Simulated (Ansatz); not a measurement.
Ansatz (a first-principles code) input (HF/6-31G*):

Ansatz 0.2 input:
```yaml
crystal:
  periodic: [false, false, false]
  atoms:
    - {symbol: C, position_ang: [0.03401575, -0.58419163, 0.02724536]}
    - {symbol: O, position_ang: [-0.03927248, 0.79529762, -0.02503894]}
    - {symbol: H, position_ang: [1.06217119, -0.93123335, 0.00074026]}
    - {symbol: H, position_ang: [-0.47743879, -0.97896459, 0.89949112]}
    - {symbol: H, position_ang: [-0.47464701, -0.94703317, -0.86339205]}
basis:
  gaussian:
    orbitals: 6-31G*
hamiltonian:
  xc: {name: HF}
magnetization: {spin_polarized: true, initial_magnetization: 1}
phonons: {temperatures: {t_min: 298.15, t_max: 298.15, t_step: 100}}
```

Output:

```
Functional definition: HF
integrals: 0.00 GiB planned
401 factors; integrals over basis functions are off by at most 4.0e-4 eV
mean field: 0.07 GiB planned
mean field evaluation 1: about -3110.7403 eV, gradient 1.8e1 eV
mean field evaluation 2: about -3110.7680 eV, gradient 1.8e1 eV
mean field evaluation 4: about -3113.3318 eV, gradient 3.4e0 eV
mean field evaluation 8: about -3113.5470 eV, gradient 1.3e-1 eV
mean field evaluation 16: about -3113.5472 eV, gradient 3.8e-6 eV
mean field evaluation 32: about -3113.3919 eV, gradient 3.7e0 eV
mean field evaluation 64: about -3113.4690 eV, gradient 3.2e-5 eV
mean field -3113.54719271 eV, -114.4207488942 hartree, gradient 3.8e-6 eV, S^2 0.757475; 3 other end points of the search recorded, 0 dependent functions left out
the calculation of the forces begins
reference -3113.54719271 eV, -114.4207488942 hartree; 9, 8 occupied and 27, 28 virtual orbitals, 401 factors
these checks for a lower state are left out or cut short: stability, starts, cluster_reference, orbital_swaps, neighbouring_geometries, increment
integrals: 0.00 GiB planned
401 factors; integrals over basis functions are off by at most 4.0e-4 eV
mean field: 0.07 GiB planned
mean field -3113.54700971 eV, -114.4207421690 hartree, gradient 1.9e-6 eV, S^2 0.757507; 0 other end points of the search recorded, 0 dependent functions left out
the calculation of the forces begins
reference -3113.54700971 eV, -114.4207421690 hartree; 9, 8 occupied and 27, 28 virtual orbitals, 401 factors
these checks for a lower state are left out or cut short: stability, starts, cluster_reference, orbital_swaps, neighbouring_geometries, increment
integrals: 0.00 GiB planned
401 factors; integrals over basis functions are off by at most 3.9e-4 eV
mean field: 0.07 GiB planned
mean field evaluation 96: about -3113.5469 eV, gradient 1.1e-1 eV
mean field -3113.54700674 eV, -114.4207420598 hartree, gradient 1.7e-6 eV, S^2 0.757443; 0 other end points of the search recorded, 0 dependent functions left out
the calculation of the forces begins
reference -3113.54700674 eV, -114.4207420598 hartree; 9, 8 occupied and 27, 28 virtual orbitals, 401 factors
these checks for a lower state are left out or cut short: stability, starts, cluster_reference, orbital_swaps, neighbouring_geometries, increment
integrals: 0.00 GiB planned
401 factors; integrals over basis functions are off by at most 4.0e-4 eV
mean field: 0.07 GiB planned
mean field -3113.54702582 eV, -114.4207427608 hartree, gradient 2.1e-6 eV, S^2 0.757461; 0 other end points of the search recorded, 0 dependent functions left out
the calculation of the forces begins
reference -3113.54702582 eV, -114.4207427608 hartree; 9, 8 occupied and 27, 28 virtual orbitals, 401 factors
these checks for a lower state are left out or cut short: stability, starts, cluster_reference, orbital_swaps, neighbouring_geometries, increment
integrals: 0.00 GiB planned
401 factors; integrals over basis functions are off by at most 4.0e-4 eV
mean field: 0.07 GiB planned
mean field -3113.54702334 eV, -114.4207426698 hartree, gradient 2.1e-6 eV, S^2 0.757490; 0 other end points of the search recorded, 0 dependent functions left out
the calculation of the forces begins
reference -3113.54702334 eV, -114.4207426698 hartree; 9, 8 occupied and 27, 28 virtual orbitals, 401 factors
these checks for a lower state are left out or cut short: stability, starts, cluster_reference, orbital_swaps, neighbouring_geometries, increment
integrals: 0.00 GiB planned
401 factors; integrals over basis functions are off by at most 4.0e-4 eV
mean field: 0.07 GiB planned
mean field -3113.54717902 eV, -114.4207483908 hartree, gradient 2.4e-6 eV, S^2 0.757473; 0 other end points of the search recorded, 0 dependent functions left out
the calculation of the forces begins
reference -3113.54717902 eV, -114.4207483908 hartree; 9, 8 occupied and 27, 28 virtual orbitals, 401 factors
these checks for a lower state are left out or cut short: stability, starts, cluster_reference, orbital_swaps, neighbouring_geometries, increment
integrals: 0.00 GiB planned
401 factors; integrals over basis functions are off by at most 4.0e-4 eV
mean field: 0.07 GiB planned
mean field evaluation 128: about -3113.5472 eV, gradient 8.8e-5 eV
mean field -3113.54718018 eV, -114.4207484335 hartree, gradient 2.7e-6 eV, S^2 0.757476; 0 other end points of the search recorded, 0 dependent functions left out
the calculation of the forces begins
reference -3113.54718018 eV, -114.4207484335 hartree; 9, 8 occupied and 27, 28 virtual orbitals, 401 factors
these checks for a lower state are left out or cut short: stability, starts, cluster_reference, orbital_swaps, neighbouring_geometries, increment
integrals: 0.00 GiB planned
401 factors; integrals over basis functions are off by at most 4.0e-4 eV
mean field: 0.07 GiB planned
mean field -3113.54712786 eV, -114.4207465110 hartree, gradient 2.4e-6 eV, S^2 0.757476; 0 other end points of the search recorded, 0 dependent functions left out
the calculation of the forces begins
reference -3113.54712786 eV, -114.4207465110 hartree; 9, 8 occupied and 27, 28 virtual orbitals, 401 factors
these checks for a lower state are left out or cut short: stability, starts, cluster_reference, orbital_swaps, neighbouring_geometries, increment
integrals: 0.00 GiB planned
401 factors; integrals over basis functions are off by at most 4.0e-4 eV
mean field: 0.07 GiB planned
mean field -3113.54712837 eV, -114.4207465295 hartree, gradient 3.0e-6 eV, S^2 0.757474; 0 other end points of the search recorded, 0 dependent functions left out
the calculation of the forces begins
reference -3113.54712837 eV, -114.4207465295 hartree; 9, 8 occupied and 27, 28 virtual orbitals, 401 factors
these checks for a lower state are left out or cut short: stability, starts, cluster_reference, orbital_swaps, neighbouring_geometries, increment
integrals: 0.00 GiB planned
401 factors; integrals over basis functions are off by at most 4.0e-4 eV
mean field: 0.07 GiB planned
mean field -3113.54708878 eV, -114.4207450745 hartree, gradient 2.0e-6 eV, S^2 0.757476; 0 other end points of the search recorded, 0 dependent functions left out
the calculation of the forces begins
reference -3113.54708878 eV, -114.4207450745 hartree; 9, 8 occupied and 27, 28 virtual orbitals, 401 factors
these checks for a lower state are left out or cut short: stability, starts, cluster_reference, orbital_swaps, neighbouring_geometries, increment
integrals: 0.00 GiB planned
401 factors; integrals over basis functions are off by at most 4.0e-4 eV
mean field: 0.07 GiB planned
mean field -3113.54708807 eV, -114.4207450485 hartree, gradient 2.1e-6 eV, S^2 0.757473; 0 other end points of the search recorded, 0 dependent functions left out
the calculation of the forces begins
reference -3113.54708807 eV, -114.4207450485 hartree; 9, 8 occupied and 27, 28 virtual orbitals, 401 factors
these checks for a lower state are left out or cut short: stability, starts, cluster_reference, orbital_swaps, neighbouring_geometries, increment
integrals: 0.00 GiB planned
401 factors; integrals over basis functions are off by at most 4.0e-4 eV
mean field: 0.07 GiB planned
mean field evaluation 160: about -3113.5134 eV, gradient 1.4e-1 eV
mean field -3113.54716597 eV, -114.4207479112 hartree, gradient 5.2e-6 eV, S^2 0.757471; 0 other end points of the search recorded, 0 dependent functions left out
the calculation of the forces begins
reference -3113.54716597 eV, -114.4207479112 hartree; 9, 8 occupied and 27, 28 virtual orbitals, 401 factors
these checks for a lower state are left out or cut short: stability, starts, cluster_reference, orbital_swaps, neighbouring_geometries, increment
integrals: 0.00 GiB planned
401 factors; integrals over basis functions are off by at most 4.0e-4 eV
mean field: 0.07 GiB planned
mean field -3113.54716499 eV, -114.4207478752 hartree, gradient 4.8e-6 eV, S^2 0.757478; 0 other end points of the search recorded, 0 dependent functions left out
the calculation of the forces begins
reference -3113.54716499 eV, -114.4207478752 hartree; 9, 8 occupied and 27, 28 virtual orbitals, 401 factors
these checks for a lower state are left out or cut short: stability, starts, cluster_reference, orbital_swaps, neighbouring_geometries, increment
integrals: 0.00 GiB planned
401 factors; integrals over basis functions are off by at most 4.0e-4 eV
mean field: 0.07 GiB planned
mean field -3113.54717566 eV, -114.4207482675 hartree, gradient 3.1e-6 eV, S^2 0.757469; 0 other end points of the search recorded, 0 dependent functions left out
the calculation of the forces begins
reference -3113.54717566 eV, -114.4207482675 hartree; 9, 8 occupied and 27, 28 virtual orbitals, 401 factors
these checks for a lower state are left out or cut short: stability, starts, cluster_reference, orbital_swaps, neighbouring_geometries, increment
integrals: 0.00 GiB planned
401 factors; integrals over basis functions are off by at most 4.0e-4 eV
mean field: 0.07 GiB planned
mean field -3113.54717716 eV, -114.4207483227 hartree, gradient 3.1e-6 eV, S^2 0.757480; 0 other end points of the search recorded, 0 dependent functions left out
the calculation of the forces begins
reference -3113.54717716 eV, -114.4207483227 hartree; 9, 8 occupied and 27, 28 virtual orbitals, 401 factors
these checks for a lower state are left out or cut short: stability, starts, cluster_reference, orbital_swaps, neighbouring_geometries, increment
integrals: 0.00 GiB planned
401 factors; integrals over basis functions are off by at most 3.9e-4 eV
mean field: 0.07 GiB planned
mean field -3113.54709228 eV, -114.4207452032 hartree, gradient 3.1e-6 eV, S^2 0.757452; 0 other end points of the search recorded, 0 dependent functions left out
the calculation of the forces begins
reference -3113.54709228 eV, -114.4207452032 hartree; 9, 8 occupied and 27, 28 virtual orbitals, 401 factors
these checks for a lower state are left out or cut short: stability, starts, cluster_reference, orbital_swaps, neighbouring_geometries, increment
integrals: 0.00 GiB planned
401 factors; integrals over basis functions are off by at most 4.0e-4 eV
mean field: 0.07 GiB planned
mean field evaluation 192: about -3113.5471 eV, gradient 6.5e-2 eV
mean field -3113.54709110 eV, -114.4207451598 hartree, gradient 2.5e-6 eV, S^2 0.757498; 0 other end points of the search recorded, 0 dependent functions left out
the calculation of the forces begins
reference -3113.54709110 eV, -114.4207451598 hartree; 9, 8 occupied and 27, 28 virtual orbitals, 401 factors
these checks for a lower state are left out or cut short: stability, starts, cluster_reference, orbital_swaps, neighbouring_geometries, increment
integrals: 0.00 GiB planned
401 factors; integrals over basis functions are off by at most 4.0e-4 eV
mean field: 0.07 GiB planned
mean field -3113.54717027 eV, -114.4207480692 hartree, gradient 2.6e-6 eV, S^2 0.757483; 0 other end points of the search recorded, 0 dependent functions left out
the calculation of the forces begins
reference -3113.54717027 eV, -114.4207480692 hartree; 9, 8 occupied and 27, 28 virtual orbitals, 401 factors
these checks for a lower state are left out or cut short: stability, starts, cluster_reference, orbital_swaps, neighbouring_geometries, increment
integrals: 0.00 GiB planned
401 factors; integrals over basis functions are off by at most 4.0e-4 eV
mean field: 0.07 GiB planned
mean field -3113.54717178 eV, -114.4207481247 hartree, gradient 3.9e-6 eV, S^2 0.757466; 0 other end points of the search recorded, 0 dependent functions left out
the calculation of the forces begins
reference -3113.54717178 eV, -114.4207481247 hartree; 9, 8 occupied and 27, 28 virtual orbitals, 401 factors
Total energy: -3113.54719271 eV, -114.4207488942 hartree
Atom 0 at     0.034016    -0.584192     0.027245 Å, force     0.000218    -0.000849     0.000328 eV/Å
Atom 1 at    -0.039272     0.795298    -0.025039 Å, force    -0.000124     0.000088    -0.000207 eV/Å
Atom 2 at     1.062171    -0.931233     0.000740 Å, force    -0.000038     0.000173    -0.000303 eV/Å
Atom 3 at    -0.477439    -0.978965     0.899491 Å, force    -0.000253     0.000166    -0.000177 eV/Å
Atom 4 at    -0.474647    -0.947033    -0.863392 Å, force     0.000197     0.000421     0.000360 eV/Å
Dipole moment:     0.008904    -0.416282    -0.006855 e Å
Vibrations: 814.06 1108.58 1211.97 1583.18 1593.58 1665.73 3182.33 3248.41 3267.56 cm⁻¹, zero-point energy 1.095736 eV
```

The blocks after the first are displaced geometries, from whose forces the wavenumbers follow.
